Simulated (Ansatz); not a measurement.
# How far a parabola holds: energy against volume of cubic BN

Results of r²SCAN (Ansatz, an electronic-structure program, plane waves, PAW) for cubic BN. Settings: plane-wave cutoff 560 eV, 16×16×16 k mesh, Fermi–Dirac smearing 0.01 eV, scalar-relativistic PAW data made under PBE. The cell has no free parameter but its volume, all volumes share cutoff and mesh, and the runs aren't spin-polarised. Energies are free energies at the run's smearing, counted from the lowest row; static lattice.

| V (Å³/atom) | E (meV/atom) |
|---|---|
| 5.526 | ? |
| 5.643 | 12.30 |
| 5.761 | 2.99 |
| 5.879 | 0.00 |
| 5.996 | 2.77 |
| 6.114 | 10.78 |

Question: Fit E against V with a parabola, and predict the withheld value at V = 5.526.

Answer: With u = V - 5.88, the rows have u = -0.23700, -0.11900, -0.00100, 0.11600, 0.23400. Least squares gives E = 0.002 - 2.147·u + 207.989·u². Residuals (row less fit): 0.107, -0.213, -0.004, 0.218, -0.108; standard error 0.241 (degrees of freedom: 2). The fitted curve has its minimum at V = 5.89, where E = 0.00. Its curvature is d²E/dV² = 2 × 207.989 meV/Å⁶, so B = V0·d²E/dV² × 0.1602 = 392 GPa. At the withheld row, u = -0.35400, so E = 0.002 - 2.147 × (-0.35400) + 207.989 × (-0.35400)² = 26.826 meV/atom. The calculation gives 28.54 meV/atom, 1.714 meV/atom above the prediction (6.0 % of the range of E in the table). The row lies outside the fitted rows, so this is an extrapolation. From the scatter of the fitted rows alone, a prediction at this place has a standard error of 0.568 meV/atom, so the miss is 3.0 times that.

The residuals are curvature that a parabola lacks, not noise. A solid that stiffens under compression and softens on expansion lies above the parabola at the compressed end and under it at the expanded end, as this row does. A third-order Birch-Murnaghan fit to the whole scan has B0 = 392 GPa. Only scans are tabulated whose curvature falls smoothly with volume, and where the parabola meets the shown rows within 5 % of their range and misses the end by 0.1 meV or more.

Measured, for comparison: bulk modulus 410 GPa (0 K value with the zero-point phonon effect removed, sources range from 388 to 410; as tabulated in Mejia-Rodriguez and Trickey (2018), arXiv:1807.09216). Computed less measured: bulk modulus -4.4 % (inside the range of the sources held).
